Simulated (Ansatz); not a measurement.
The first iterations of a band of BH3O2 + H (7 atoms, charge 0, multiplicity 2).

The calculation used UKS PBE-D4/def2-SVP in Ansatz 0.2.0.

| Property | Result |
| --- | --- |
| movable images | 7 |
| climbing image | yes |
| spring | 5.0 eV/Å² |
| optimiser | fire |
| start path | through a guess of the saddle point |
| force threshold | 0.05 eV/Å |
| iteration limit | 60 |
| end points | relaxed |
| largest step | 0.5 Å |

Initial state:

```xyz
7
Properties=species:S:1:pos:R:3
B 0.108 -0.284 -0.141
H -0.013 -0.058 1.051
O 1.371 -0.319 -0.650
H 1.358 -0.506 -1.609
O -0.961 -0.500 -0.974
H -1.809 -0.451 -0.502
H -0.264 0.319 3.899
```

Final state:

```xyz
7
Properties=species:S:1:pos:R:3
B 0.055 -0.369 -0.530
H -0.047 0.088 2.210
O 1.108 -0.461 -1.382
H 1.958 -0.348 -0.924
O -1.216 -0.496 -0.989
H -1.870 -0.417 -0.274
H -0.197 0.205 2.962
```

| iteration | highest image above the first end (eV) | largest band force component (eV/Å) |
| --- | --- | --- |
| 1 | 4.012 | 25.800 |
| 2 | 5.770 | 13.543 |
| 3 | 4.506 | 9.022 |
| 4 | 3.284 | 5.985 |
| 5 | 2.731 | 4.306 |
| 6 | 2.620 | 4.134 |
| 7 | 2.420 | 4.177 |
| 8 | 2.163 | 4.218 |
| 9 | 1.868 | 4.223 |
| 10 | 1.542 | 4.133 |
| 11 | 1.482 | 4.106 |
| 12 | 1.367 | 4.040 |
| 13 | 1.201 | 3.902 |
| 14 | 1.040 | 3.619 |
| 15 | 1.036 | 3.061 |
| 16 | 1.032 | 2.345 |
| 17 | 1.025 | 1.082 |
| 18 | 1.016 | 3.162 |
| 19 | 1.016 | 3.021 |
| 20 | 1.016 | 2.750 |

Task: Does the band converge within its limit, and where does its top end?

Result: The run ended unconverged. It ended after 60 iterations with the highest image 0.600 eV above the first end. The band didn't meet its force threshold, so its energies are provisional: the largest band force was still 0.24 eV/Å, and over the last iterations the top stayed at 0.60 eV.

Time of the run: 11 min on 1 thread of Arm Neoverse V2, with other jobs on the host, peak memory 0.12 GiB.
